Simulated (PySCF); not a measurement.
Dissociation curve of C₂H₂, SMILES C#C. The C1–H4 bond (C1 also carries C; H4 carries nothing else) is varied alone, starting from the PBE0/def2-TZVP optimised geometry.

- UKS-LDA (SVWN5) = PySCF with unrestricted LDA (SVWN5)/cc-pVDZ
- UCCSD(T) = CCSD(T) on UHF/cc-pVDZ, 2 core orbitals frozen (PySCF)

Energies relative to the lowest point of each curve near equilibrium, in mEh:

```csv
R / Å,UKS-LDA (SVWN5)
0.80,101.3
0.91,29.6
1.10,0.0
1.14,1.9
1.24,12.9
1.32,25.9
1.45,50.8
1.60,81.3
1.77,114.5
1.94,144.4
2.11,170.5
3.23,232.2
```

Problem. What does UCCSD(T) give at the same points?

Solution. 0.80: 100.6; 0.91: 28.8; 1.10: 0.1; 1.14: 2.2; 1.24: 14.0; 1.32: 27.6; 1.45: 53.4; 1.60: 84.4; 1.77: 119.0; 1.94: 148.7; 2.11: 172.4; 3.23: 211.0 (mEh).

The unrestricted determinant behind UKS-LDA (SVWN5) is spin-contaminated at 2.33 to 3.72 Å (<S²> up to 1.0, against 0.00 for a pure singlet). The unrestricted determinant behind UCCSD(T) is spin-contaminated at 1.60 to 3.72 Å (<S²> up to 1.3, against 0.00 for a pure singlet).
